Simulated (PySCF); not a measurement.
# C4H7FO: core binding energies at several levels of theory, part 2 of 3

PySCF 2.14.0. Atoms count from 0. Earlier steps stand in the parts before.

### Step 5. X-ray photoelectron lines: PBE, X2C

Job settings and geometry (Å):

```
{"job": {"kind": "xps", "xc": "PBE"}, "charge": 0, "multiplicity": 1}
C     -1.877746    -0.966900    -0.282274
C     -0.853042     0.135172    -0.186268
F     -1.103610     0.899879     0.936452
C      0.556375    -0.386117    -0.089420
C      1.682208     0.361659    -0.642859
O      1.148119    -0.762309    -1.310883
H     -1.832379    -1.608757     0.610960
H     -2.891189    -0.548623    -0.359335
H     -1.680829    -1.584103    -1.171464
H     -0.915515     0.794359    -1.070833
H      0.737489    -1.069689     0.753674
H      1.501613     1.332699    -1.122047
H      2.682493     0.229522    -0.211804
```

With the program's defaults for keys left out, this is: delta-SCF UKS PBE, pcX-2 on the ionised atom, pcseg-1 elsewhere, spin-free X2C.

Log:

```text
ground state, core basis on atom 0 (C), 150 functions
  cycle   1  E = -331.33027008  |g| = 6.84e-01
  cycle   2  E = -331.08215984  |g| = 1.33e+00
  cycle   3  E = -331.41574956  |g| = 2.11e-01
  cycle   4  E = -331.42462438  |g| = 5.92e-02
  cycle   5  E = -331.42520695  |g| = 1.97e-02
  cycle   6  E = -331.42526811  |g| = 7.38e-03
  cycle   7  E = -331.42527865  |g| = 1.15e-03
  cycle   8  E = -331.42527880  |g| = 3.17e-04
  E(ground) = -331.42570877 Eh
hole in C 1s of atom 0
  cycle   1  E = -320.21588484  |g| = 1.52e+00
  cycle   2  E = -319.27260942  |g| = 2.02e+00
  cycle   3  E = -320.69350013  |g| = 4.15e-01
  cycle   4  E = -320.72311233  |g| = 3.33e-01
  cycle   5  E = -320.76045623  |g| = 6.57e-02
  cycle   6  E = -320.76180372  |g| = 3.12e-02
  cycle   7  E = -320.76217953  |g| = 8.65e-03
  cycle   8  E = -320.76220591  |g| = 2.48e-03
  cycle   9  E = -320.76220940  |g| = 5.95e-04
  cycle  10  E = -320.76220887  |g| = 2.88e-04
  E(ion) = -320.76256351 Eh   <S^2> = 0.7601   hole on atom = 1.000   binding energy = 290.159 eV
ground state, core basis on atom 1 (C), 150 functions
  cycle   1  E = -331.43023485  |g| = 7.66e-02
  cycle   2  E = -331.42988147  |g| = 5.29e-02
  cycle   3  E = -331.42999307  |g| = 4.75e-02
  cycle   4  E = -331.43038068  |g| = 5.79e-03
  cycle   5  E = -331.43039009  |g| = 6.84e-04
  cycle   6  E = -331.43038970  |g| = 3.03e-04
  E(ground) = -331.43037460 Eh
hole in C 1s of atom 1
  cycle   1  E = -320.14174147  |g| = 1.53e+00
  cycle   2  E = -316.29368789  |g| = 3.01e+00
  cycle   3  E = -320.05984530  |g| = 1.25e+00
  cycle   4  E = -320.59547557  |g| = 5.03e-01
  cycle   5  E = -320.67600239  |g| = 1.93e-01
  cycle   6  E = -320.68734388  |g| = 7.85e-02
  cycle   7  E = -320.68996397  |g| = 1.84e-02
  cycle   8  E = -320.69009101  |g| = 6.45e-03
  cycle   9  E = -320.69010665  |g| = 2.19e-03
  cycle  10  E = -320.69010937  |g| = 6.07e-04
  cycle  11  E = -320.69010901  |g| = 1.70e-04
  E(ion) = -320.69008119 Eh   <S^2> = 0.7618   hole on atom = 1.000   binding energy = 292.258 eV
ground state, core basis on atom 2 (F), 150 functions
  cycle   1  E = -331.47613014  |g| = 1.40e-01
  cycle   2  E = -331.47518594  |g| = 9.14e-02
  cycle   3  E = -331.47515599  |g| = 9.33e-02
  cycle   4  E = -331.47643216  |g| = 4.45e-03
  cycle   5  E = -331.47643833  |g| = 1.65e-03
  cycle   6  E = -331.47643683  |g| = 4.54e-04
  E(ground) = -331.47660007 Eh
hole in F 1s of atom 2
  cycle   1  E = -305.16999995  |g| = 2.61e+00
  cycle   2  E = -303.20659430  |g| = 2.91e+00
  cycle   3  E = -305.04589289  |g| = 1.52e+00
  cycle   4  E = -306.00919445  |g| = 4.50e-01
  cycle   5  E = -306.04480134  |g| = 2.79e-01
  cycle   6  E = -306.07446592  |g| = 6.71e-02
  cycle   7  E = -306.07622235  |g| = 1.26e-02
  cycle   8  E = -306.07629066  |g| = 4.64e-03
  cycle   9  E = -306.07630006  |g| = 5.58e-04
  cycle  10  E = -306.07630042  |g| = 1.46e-04
  E(ion) = -306.07619763 Eh   <S^2> = 0.7545   hole on atom = 1.000   binding energy = 691.180 eV
ground state, core basis on atom 3 (C), 150 functions
  cycle   1  E = -331.42888847  |g| = 8.35e-02
  cycle   2  E = -331.42798319  |g| = 8.31e-02
  cycle   3  E = -331.42890632  |g| = 4.30e-02
  cycle   4  E = -331.42922175  |g| = 9.15e-03
  cycle   5  E = -331.42923957  |g| = 1.98e-03
  cycle   6  E = -331.42923984  |g| = 5.53e-04
  cycle   7  E = -331.42923884  |g| = 3.99e-05
  E(ground) = -331.42946168 Eh
hole in C 1s of atom 3
  cycle   1  E = -320.16148590  |g| = 1.53e+00
  cycle   2  E = -318.69422385  |g| = 2.39e+00
  cycle   3  E = -320.60062150  |g| = 5.44e-01
  cycle   4  E = -320.64676249  |g| = 4.23e-01
  cycle   5  E = -320.71028566  |g| = 9.92e-02
  cycle   6  E = -320.71378422  |g| = 4.28e-02
  cycle   7  E = -320.71445526  |g| = 9.25e-03
  cycle   8  E = -320.71448365  |g| = 3.46e-03
  cycle   9  E = -320.71448863  |g| = 7.11e-04
  cycle  10  E = -320.71448949  |g| = 3.44e-04
  E(ion) = -320.71480383 Eh   <S^2> = 0.7625   hole on atom = 1.000   binding energy = 291.561 eV
ground state, core basis on atom 4 (C), 150 functions
  cycle   1  E = -331.42827174  |g| = 7.62e-02
  cycle   2  E = -331.42791293  |g| = 4.82e-02
  cycle   3  E = -331.42797880  |g| = 4.53e-02
  cycle   4  E = -331.42842432  |g| = 7.34e-03
  cycle   5  E = -331.42843571  |g| = 1.03e-03
  cycle   6  E = -331.42843555  |g| = 3.92e-04
  E(ground) = -331.42849212 Eh
hole in C 1s of atom 4
  cycle   1  E = -320.16369528  |g| = 1.52e+00
  cycle   2  E = -316.93536673  |g| = 2.81e+00
  cycle   3  E = -320.19435394  |g| = 1.12e+00
  cycle   4  E = -320.59339250  |g| = 5.60e-01
  cycle   5  E = -320.69096607  |g| = 2.42e-01
  cycle   6  E = -320.71095525  |g| = 8.00e-02
  cycle   7  E = -320.71315176  |g| = 2.30e-02
  cycle   8  E = -320.71334270  |g| = 6.03e-03
  cycle   9  E = -320.71336147  |g| = 1.13e-03
  cycle  10  E = -320.71336248  |g| = 5.67e-04
  cycle  11  E = -320.71336179  |g| = 2.20e-04
  E(ion) = -320.71351224 Eh   <S^2> = 0.7625   hole on atom = 1.000   binding energy = 291.569 eV
ground state, core basis on atom 5 (O), 150 functions
  cycle   1  E = -331.45525235  |g| = 1.14e-01
  cycle   2  E = -331.45463474  |g| = 6.67e-02
  cycle   3  E = -331.45391104  |g| = 9.29e-02
  cycle   4  E = -331.45540550  |g| = 4.73e-03
  cycle   5  E = -331.45540996  |g| = 1.49e-03
  cycle   6  E = -331.45541036  |g| = 1.44e-04
  E(ground) = -331.45544062 Eh
hole in O 1s of atom 5
  cycle   1  E = -310.86564861  |g| = 2.25e+00
  cycle   2  E = -307.51174129  |g| = 3.37e+00
  cycle   3  E = -311.06088694  |g| = 1.24e+00
  cycle   4  E = -311.61150744  |g| = 4.91e-01
  cycle   5  E = -311.67336868  |g| = 1.87e-01
  cycle   6  E = -311.68419999  |g| = 6.59e-02
  cycle   7  E = -311.68594591  |g| = 1.26e-02
  cycle   8  E = -311.68600870  |g| = 4.19e-03
  cycle   9  E = -311.68601524  |g| = 1.02e-03
  cycle  10  E = -311.68601616  |g| = 2.23e-04
  E(ion) = -311.68611278 Eh   <S^2> = 0.7584   hole on atom = 1.000   binding energy = 537.951 eV
```

Wall time 24 s (1 thread of Arm Neoverse V2, shared host); peak memory 0.6 GiB.

The holes in one table. −ε is the ground-state orbital energy:

| hole | stands for | environment | ΔSCF (eV) | −ε (eV) | ⟨S²⟩ |
| --- | --- | --- | --- | --- | --- |
| C1s on C0 | C0 | methyl carbon | 290.16 | 269.1 | 0.760 |
| C1s on C1 | C1 | sp3 CH bonded to F | 292.26 | 271.3 | 0.762 |
| F1s on F2 | F2 | fluorine on an sp3 carbon | 691.18 | 660.2 | 0.755 |
| C1s on C3 | C3 | epoxide ring carbon | 291.56 | 270.7 | 0.762 |
| C1s on C4 | C4 | epoxide ring carbon | 291.57 | 270.6 | 0.762 |
| O1s on O5 | O5 | ether oxygen | 537.95 | 511.3 | 0.758 |

### Step 6. Core holes by ΔSCF: HF, X2C

Settings changed since step 5:

```diff
@@ -1,2 +1,2 @@
-{"job": {"kind": "xps", "xc": "PBE"}, "charge": 0, "multiplicity": 1}
+{"job": {"kind": "xps", "xc": "HF"}, "charge": 0, "multiplicity": 1}
 C     -1.877746    -0.966900    -0.282274
```

Level: delta-SCF UKS HF, pcX-2 on the ionised atom, pcseg-1 elsewhere, spin-free X2C.

Log:

```text
ground state, core basis on atom 0 (C), 150 functions
  cycle   1  E = -329.78343199  |g| = 7.42e-01
  cycle   2  E = -329.87998519  |g| = 4.50e-01
  cycle   3  E = -329.91755076  |g| = 7.37e-02
  cycle   4  E = -329.91910011  |g| = 2.13e-02
  cycle   5  E = -329.91922518  |g| = 5.12e-03
  cycle   6  E = -329.91923358  |g| = 1.91e-03
  cycle   7  E = -329.91923497  |g| = 5.87e-04
  cycle   8  E = -329.91923514  |g| = 1.29e-04
  E(ground) = -329.91923514 Eh
hole in C 1s of atom 0
  cycle   1  E = -318.68256803  |g| = 1.49e+00
  cycle   2  E = -319.05140250  |g| = 7.26e-01
  cycle   3  E = -319.22104218  |g| = 1.01e-01
  cycle   4  E = -319.22511931  |g| = 2.52e-02
  cycle   5  E = -319.22560607  |g| = 1.58e-02
  cycle   6  E = -319.22601739  |g| = 8.29e-03
  cycle   7  E = -319.22618281  |g| = 2.75e-03
  cycle   8  E = -319.22619699  |g| = 8.86e-04
  cycle   9  E = -319.22619815  |g| = 3.25e-04
  E(ion) = -319.22619815 Eh   <S^2> = 0.7840   hole on atom = 1.000   binding energy = 290.972 eV
ground state, core basis on atom 1 (C), 150 functions
  cycle   1  E = -329.92634053  |g| = 3.35e-02
  cycle   2  E = -329.92649111  |g| = 6.36e-03
  cycle   3  E = -329.92649966  |g| = 3.08e-03
  cycle   4  E = -329.92650166  |g| = 6.05e-04
  cycle   5  E = -329.92650180  |g| = 2.37e-04
  E(ground) = -329.92650180 Eh
hole in C 1s of atom 1
  cycle   1  E = -318.59958788  |g| = 1.49e+00
  cycle   2  E = -318.91703776  |g| = 8.37e-01
  cycle   3  E = -319.13554451  |g| = 1.59e-01
  cycle   4  E = -319.14460707  |g| = 4.77e-02
  cycle   5  E = -319.14570042  |g| = 1.90e-02
  cycle   6  E = -319.14627720  |g| = 1.21e-02
  cycle   7  E = -319.14665997  |g| = 6.74e-03
  cycle   8  E = -319.14678029  |g| = 3.32e-03
  cycle   9  E = -319.14680521  |g| = 1.87e-03
  cycle  10  E = -319.14681285  |g| = 1.02e-03
  cycle  11  E = -319.14681582  |g| = 2.97e-04
  E(ion) = -319.14681582 Eh   <S^2> = 0.7982   hole on atom = 1.000   binding energy = 293.330 eV
ground state, core basis on atom 2 (F), 150 functions
  cycle   1  E = -329.97326443  |g| = 3.93e-02
  cycle   2  E = -329.97335891  |g| = 9.78e-03
  cycle   3  E = -329.97337120  |g| = 5.08e-03
  cycle   4  E = -329.97337502  |g| = 6.10e-04
  cycle   5  E = -329.97337521  |g| = 1.95e-04
  E(ground) = -329.97337521 Eh
hole in F 1s of atom 2
  cycle   1  E = -303.66711420  |g| = 2.56e+00
  cycle   2  E = -304.33413892  |g| = 1.17e+00
  cycle   3  E = -304.55953297  |g| = 8.70e-02
  cycle   4  E = -304.56153247  |g| = 2.47e-02
  cycle   5  E = -304.56180399  |g| = 1.28e-02
  cycle   6  E = -304.56190450  |g| = 4.06e-03
  cycle   7  E = -304.56191678  |g| = 1.30e-03
  cycle   8  E = -304.56191827  |g| = 4.83e-04
  E(ion) = -304.56191827 Eh   <S^2> = 0.7615   hole on atom = 1.000   binding energy = 691.481 eV
ground state, core basis on atom 3 (C), 150 functions
  cycle   1  E = -329.92587984  |g| = 5.82e-02
  cycle   2  E = -329.92624796  |g| = 3.15e-02
  cycle   3  E = -329.92640067  |g| = 4.15e-03
  cycle   4  E = -329.92640467  |g| = 6.05e-04
  cycle   5  E = -329.92640483  |g| = 2.41e-04
  E(ground) = -329.92640483 Eh
hole in C 1s of atom 3
  cycle   1  E = -318.62488531  |g| = 1.50e+00
  cycle   2  E = -318.92988731  |g| = 8.77e-01
  cycle   3  E = -319.16967176  |g| = 1.56e-01
  cycle   4  E = -319.17891805  |g| = 5.07e-02
  cycle   5  E = -319.18022831  |g| = 2.05e-02
  cycle   6  E = -319.18090956  |g| = 1.35e-02
  cycle   7  E = -319.18144573  |g| = 7.65e-03
  cycle   8  E = -319.18165304  |g| = 3.83e-03
  cycle   9  E = -319.18169756  |g| = 1.93e-03
  cycle  10  E = -319.18170676  |g| = 9.98e-04
  cycle  11  E = -319.18170917  |g| = 3.90e-04
  E(ion) = -319.18170917 Eh   <S^2> = 0.8118   hole on atom = 1.000   binding energy = 292.378 eV
ground state, core basis on atom 4 (C), 150 functions
  cycle   1  E = -329.92342780  |g| = 3.12e-02
  cycle   2  E = -329.92356331  |g| = 8.28e-03
  cycle   3  E = -329.92357707  |g| = 3.52e-03
  cycle   4  E = -329.92358001  |g| = 6.62e-04
  cycle   5  E = -329.92358017  |g| = 3.13e-04
  E(ground) = -329.92358017 Eh
hole in C 1s of atom 4
  cycle   1  E = -318.62390472  |g| = 1.49e+00
  cycle   2  E = -318.95166866  |g| = 8.32e-01
  cycle   3  E = -319.16565265  |g| = 1.48e-01
  cycle   4  E = -319.17403619  |g| = 5.03e-02
  cycle   5  E = -319.17534900  |g| = 2.05e-02
  cycle   6  E = -319.17605172  |g| = 1.35e-02
  cycle   7  E = -319.17656784  |g| = 7.73e-03
  cycle   8  E = -319.17678509  |g| = 3.78e-03
  cycle   9  E = -319.17683494  |g| = 1.66e-03
  cycle  10  E = -319.17684292  |g| = 7.86e-04
  cycle  11  E = -319.17684434  |g| = 3.74e-04
  E(ion) = -319.17684434 Eh   <S^2> = 0.8118   hole on atom = 1.000   binding energy = 292.434 eV
ground state, core basis on atom 5 (O), 150 functions
  cycle   1  E = -329.95282848  |g| = 3.71e-02
  cycle   2  E = -329.95295228  |g| = 8.80e-03
  cycle   3  E = -329.95296330  |g| = 5.33e-03
  cycle   4  E = -329.95296811  |g| = 5.61e-04
  cycle   5  E = -329.95296826  |g| = 2.25e-04
  E(ground) = -329.95296826 Eh
hole in O 1s of atom 5
  cycle   1  E = -309.35616655  |g| = 2.20e+00
  cycle   2  E = -309.83573647  |g| = 1.25e+00
  cycle   3  E = -310.17507873  |g| = 1.24e-01
  cycle   4  E = -310.17984469  |g| = 2.68e-02
  cycle   5  E = -310.18034928  |g| = 1.46e-02
  cycle   6  E = -310.18061801  |g| = 6.82e-03
  cycle   7  E = -310.18069990  |g| = 2.73e-03
  cycle   8  E = -310.18071040  |g| = 1.15e-03
  cycle   9  E = -310.18071248  |g| = 3.77e-04
  E(ion) = -310.18071248 Eh   <S^2> = 0.7762   hole on atom = 1.000   binding energy = 538.030 eV
```

It took 25 s on 1 thread of Arm Neoverse V2, shared host; peak memory 0.6 GiB.

The holes in one table. −ε is the ground-state orbital energy:

| hole | stands for | environment | ΔSCF (eV) | −ε (eV) | ⟨S²⟩ |
| --- | --- | --- | --- | --- | --- |
| C1s on C0 | C0 | methyl carbon | 290.97 | 305.8 | 0.784 |
| C1s on C1 | C1 | sp3 CH bonded to F | 293.33 | 308.2 | 0.798 |
| F1s on F2 | F2 | fluorine on an sp3 carbon | 691.48 | 715.8 | 0.761 |
| C1s on C3 | C3 | epoxide ring carbon | 292.38 | 307.5 | 0.812 |
| C1s on C4 | C4 | epoxide ring carbon | 292.43 | 307.5 | 0.812 |
| O1s on O5 | O5 | ether oxygen | 538.03 | 560.5 | 0.776 |

### Step 7. Core holes by ΔSCF: SCAN, X2C

Settings changed since step 6:

```diff
@@ -1,2 +1,2 @@
-{"job": {"kind": "xps", "xc": "HF"}, "charge": 0, "multiplicity": 1}
+{"job": {"kind": "xps", "basis": "pcX-1"}, "charge": 0, "multiplicity": 1}
 C     -1.877746    -0.966900    -0.282274
```

With the program's defaults for keys left out, this is: delta-SCF UKS SCAN, pcX-1 on the ionised atom, pcseg-1 elsewhere, spin-free X2C.

Log:

```text
ground state, core basis on atom 0 (C), 129 functions
  cycle   1  E = -331.57535374  |g| = 6.41e-01
  cycle   2  E = -331.43236952  |g| = 1.09e+00
  cycle   3  E = -331.64953908  |g| = 1.58e-01
  cycle   4  E = -331.65440941  |g| = 5.08e-02
  cycle   5  E = -331.65484463  |g| = 1.74e-02
  cycle   6  E = -331.65489590  |g| = 5.52e-03
  cycle   7  E = -331.65490193  |g| = 8.84e-04
  cycle   8  E = -331.65490212  |g| = 4.07e-04
  E(ground) = -331.66331090 Eh
hole in C 1s of atom 0
  cycle   1  E = -320.41048060  |g| = 1.50e+00
  cycle   2  E = -319.87348674  |g| = 1.71e+00
  cycle   3  E = -320.91081065  |g| = 3.63e-01
  cycle   4  E = -320.94183660  |g| = 2.33e-01
  cycle   5  E = -320.95930569  |g| = 4.38e-02
  cycle   6  E = -320.95989928  |g| = 1.50e-02
  cycle   7  E = -320.96001131  |g| = 2.93e-03
  cycle   8  E = -320.96001680  |g| = 1.86e-03
  cycle   9  E = -320.96001882  |g| = 1.11e-03
  cycle  10  E = -320.96001890  |g| = 5.64e-04
  cycle  11  E = -320.96001927  |g| = 1.82e-04
  E(ion) = -320.96781586 Eh   <S^2> = 0.7665   hole on atom = 1.000   binding energy = 291.039 eV
ground state, core basis on atom 1 (C), 129 functions
  cycle   1  E = -331.65456831  |g| = 4.72e-02
  cycle   2  E = -331.65424596  |g| = 5.89e-02
  cycle   3  E = -331.65504209  |g| = 6.05e-03
  cycle   4  E = -331.65504542  |g| = 4.95e-03
  cycle   5  E = -331.65504845  |g| = 5.80e-04
  cycle   6  E = -331.65505006  |g| = 2.99e-04
  E(ground) = -331.66283792 Eh
hole in C 1s of atom 1
  cycle   1  E = -320.32826545  |g| = 1.51e+00
  cycle   2  E = -317.00642042  |g| = 2.75e+00
  cycle   3  E = -320.33173335  |g| = 1.16e+00
  cycle   4  E = -320.80499864  |g| = 4.37e-01
  cycle   5  E = -320.86929768  |g| = 1.67e-01
  cycle   6  E = -320.87801705  |g| = 6.09e-02
  cycle   7  E = -320.87966599  |g| = 1.40e-02
  cycle   8  E = -320.87973821  |g| = 8.20e-03
  cycle   9  E = -320.87977114  |g| = 2.81e-03
  cycle  10  E = -320.87977515  |g| = 1.80e-03
  cycle  11  E = -320.87977750  |g| = 5.37e-04
  cycle  12  E = -320.87977779  |g| = 1.98e-04
  E(ion) = -320.88795008 Eh   <S^2> = 0.7720   hole on atom = 1.000   binding energy = 293.200 eV
ground state, core basis on atom 2 (F), 129 functions
  cycle   1  E = -331.65130498  |g| = 4.49e-02
  cycle   2  E = -331.65112071  |g| = 4.35e-02
  cycle   3  E = -331.65154727  |g| = 1.28e-02
  cycle   4  E = -331.65157052  |g| = 6.17e-03
  cycle   5  E = -331.65157623  |g| = 6.84e-04
  cycle   6  E = -331.65157720  |g| = 3.56e-04
  E(ground) = -331.66172631 Eh
hole in F 1s of atom 2
  cycle   1  E = -305.32547221  |g| = 2.57e+00
  cycle   2  E = -304.13832486  |g| = 2.57e+00
  cycle   3  E = -305.52909572  |g| = 1.23e+00
  cycle   4  E = -306.13621872  |g| = 4.20e-01
  cycle   5  E = -306.18315271  |g| = 1.96e-01
  cycle   6  E = -306.19795318  |g| = 4.94e-02
  cycle   7  E = -306.19895749  |g| = 8.29e-03
  cycle   8  E = -306.19898438  |g| = 4.01e-03
  cycle   9  E = -306.19899183  |g| = 6.26e-04
  cycle  10  E = -306.19899199  |g| = 1.99e-04
  E(ion) = -306.21470761 Eh   <S^2> = 0.7567   hole on atom = 1.000   binding energy = 692.449 eV
ground state, core basis on atom 3 (C), 129 functions
  cycle   1  E = -331.65527603  |g| = 4.38e-02
  cycle   2  E = -331.65486776  |g| = 6.27e-02
  cycle   3  E = -331.65557808  |g| = 7.94e-03
  cycle   4  E = -331.65558301  |g| = 5.58e-03
  cycle   5  E = -331.65558836  |g| = 1.06e-03
  cycle   6  E = -331.65558833  |g| = 2.91e-04
  E(ground) = -331.66378520 Eh
hole in C 1s of atom 3
  cycle   1  E = -320.35094344  |g| = 1.51e+00
  cycle   2  E = -319.33645593  |g| = 2.09e+00
  cycle   3  E = -320.80803551  |g| = 5.14e-01
  cycle   4  E = -320.86664419  |g| = 3.32e-01
  cycle   5  E = -320.90623700  |g| = 7.74e-02
  cycle   6  E = -320.90833486  |g| = 3.36e-02
  cycle   7  E = -320.90876984  |g| = 8.57e-03
  cycle   8  E = -320.90879849  |g| = 4.44e-03
  cycle   9  E = -320.90881187  |g| = 1.51e-03
  cycle  10  E = -320.90881412  |g| = 8.14e-04
  cycle  11  E = -320.90881562  |g| = 3.17e-04
  E(ion) = -320.91545023 Eh   <S^2> = 0.7730   hole on atom = 1.000   binding energy = 292.477 eV
ground state, core basis on atom 4 (C), 129 functions
  cycle   1  E = -331.65431003  |g| = 4.49e-02
  cycle   2  E = -331.65377069  |g| = 6.37e-02
  cycle   3  E = -331.65473205  |g| = 4.83e-03
  cycle   4  E = -331.65473632  |g| = 3.49e-03
  cycle   5  E = -331.65473779  |g| = 8.72e-04
  cycle   6  E = -331.65473943  |g| = 1.81e-04
  E(ground) = -331.66279944 Eh
hole in C 1s of atom 4
  cycle   1  E = -320.35339683  |g| = 1.50e+00
  cycle   2  E = -319.06476507  |g| = 2.13e+00
  cycle   3  E = -320.80416657  |g| = 4.92e-01
  cycle   4  E = -320.87320072  |g| = 3.06e-01
  cycle   5  E = -320.90134644  |g| = 1.24e-01
  cycle   6  E = -320.90652104  |g| = 3.77e-02
  cycle   7  E = -320.90714662  |g| = 8.80e-03
  cycle   8  E = -320.90718212  |g| = 7.04e-03
  cycle   9  E = -320.90721167  |g| = 2.30e-03
  cycle  10  E = -320.90721762  |g| = 7.20e-04
  cycle  11  E = -320.90721824  |g| = 3.18e-04
  E(ion) = -320.91364028 Eh   <S^2> = 0.7733   hole on atom = 1.000   binding energy = 292.500 eV
ground state, core basis on atom 5 (O), 129 functions
  cycle   1  E = -331.65594750  |g| = 3.76e-02
  cycle   2  E = -331.65573941  |g| = 4.26e-02
  cycle   3  E = -331.65619347  |g| = 6.59e-03
  cycle   4  E = -331.65620141  |g| = 4.03e-03
  cycle   5  E = -331.65620433  |g| = 8.34e-04
  cycle   6  E = -331.65620585  |g| = 2.55e-04
  E(ground) = -331.66173364 Eh
hole in O 1s of atom 5
  cycle   1  E = -311.04168952  |g| = 2.21e+00
  cycle   2  E = -310.20988479  |g| = 2.39e+00
  cycle   3  E = -311.70837251  |g| = 6.50e-01
  cycle   4  E = -311.79309947  |g| = 4.19e-01
  cycle   5  E = -311.84703491  |g| = 1.08e-01
  cycle   6  E = -311.85076860  |g| = 2.46e-02
  cycle   7  E = -311.85103839  |g| = 6.88e-03
  cycle   8  E = -311.85106164  |g| = 1.80e-03
  cycle   9  E = -311.85106232  |g| = 9.13e-04
  cycle  10  E = -311.85106339  |g| = 2.64e-04
  E(ion) = -311.85876930 Eh   <S^2> = 0.7646   hole on atom = 1.000   binding energy = 538.866 eV
```

Run time: 34 s. Hardware: 1 thread of Arm Neoverse V2, shared host; peak memory 0.6 GiB.

Binding energies by hole, beside the orbital energy of the ground state; the difference holds orbital relaxation and, for a density functional, its self-interaction error:

| hole | stands for | environment | ΔSCF (eV) | −ε (eV) | ⟨S²⟩ |
| --- | --- | --- | --- | --- | --- |
| C1s on C0 | C0 | methyl carbon | 291.04 | 273.6 | 0.766 |
| C1s on C1 | C1 | sp3 CH bonded to F | 293.20 | 275.8 | 0.772 |
| F1s on F2 | F2 | fluorine on an sp3 carbon | 692.45 | 665.9 | 0.757 |
| C1s on C3 | C3 | epoxide ring carbon | 292.48 | 275.3 | 0.773 |
| C1s on C4 | C4 | epoxide ring carbon | 292.50 | 275.2 | 0.773 |
| O1s on O5 | O5 | ether oxygen | 538.87 | 516.9 | 0.765 |

(Part 2 of 3 ends here.)
